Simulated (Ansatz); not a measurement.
# CH₃Si+ (singlet): wave-function methods side by side, cc-pVDZ

One table from this session's results is given with a row withheld; the runs are named, their logs left out.

The runs use Ansatz 0.2.0, Gaussian basis; cc-pVDZ, core rule «outside noble gas», up to 6 orbitals frozen.

To be run: UHF; CCSD(T) on RHF; CCSD(T) on UHF; BCCD(T) on RHF; CISD; CCSDT(Q) on RHF; CCSDT(Q) on UHF.

17 further runs of the same task are left out: 6 that didn't finish, 11 set aside as unsound or not needed.

## What is computed

The geometry is a PBE0/def2-TZVP stationary point (not a proven minimum) of the parent state, kept for this charge and spin.

5 atoms, charge 1, spin multiplicity 1.

Atoms are counted from 1 here; the program's logs count them from 0.

Bond lengths: Si1–C2 1.890 Å, Si1–H3 1.488 Å, Si1–H4 1.488 Å, Si1–H5 1.492 Å. Angles: C2–Si1–H3 112.5°, C2–Si1–H4 112.5°, C2–Si1–H5 101.7°, H3–Si1–H4 109.7°, H3–Si1–H5 110.2°, H4–Si1–H5 110.2°.

Set-up of the first run:

Input file in.yaml:

```yaml
crystal:
  periodic: [false, false, false]
  atoms:
    - {symbol: Si, position_ang: [-0.002716, 0.000000, 0.492711]}
    - {symbol: C, position_ang: [0.023717, -0.000001, -1.396758]}
    - {symbol: H, position_ang: [0.630455, -1.216386, 1.069825]}
    - {symbol: H, position_ang: [0.630650, 1.216284, 1.069826]}
    - {symbol: H, position_ang: [-1.468051, 0.000117, 0.775218]}
basis:
  gaussian: {orbitals: cc-pVDZ}
total_charge: 1
magnetization: {spin_polarized: true, initial_magnetization: 0}
hamiltonian: {xc: hf}
output: {orbitals: {seedname: orbitals}}
```

On the command line:

```console
> ansatz run in.yaml --threads 1 --pin off --events-out ev --progress --plain --max-ram 2393MiB
```

Among the steps run: UHF; CCSD(T) on RHF; CCSD(T) on UHF; BCCD(T) on RHF; CISD; CCSDT(Q) on RHF; CCSDT(Q) on UHF.

One of the session's tables, all rows but one given; the rest of the session is left out.

| method | from RCCSDT(Q) (kJ/mol) |
| --- | --- |
| RHF | +611.0 |
| UHF | +555.3 |
| RMP2 | +170.8 |
| UMP2 | +161.8 |
| CISD | +79.4 |
| RCCSD | +26.1 |
| UCCSD | +25.4 |
| RCCSD(T) | +7.1 |
| UCCSD(T) | +8.2 |
| BCCD(T) | ? |
| RCCSDT | +1.8 |
| UCCSDT | +2.1 |
| RCCSDT(Q) | 0 |
| UCCSDT(Q) | +0.1 |

Estimate the missing values for BCCD(T).

The run gave: from RCCSDT(Q) (kJ/mol): +6.8. In the column «from RCCSDT(Q) (kJ/mol)» it lies between UCCSDT (+2.1) and RCCSD(T) (+7.1).

Caveats from the session: The determinant is far from a pure spin state, so its energy mixes those of several spin states (harmless only where they are near-degenerate, as at dissociation). Restricted and unrestricted rows rest on different reference determinants; where their highest levels disagree by more than a few hundredths of an eV, they describe different states and don't form one ladder.
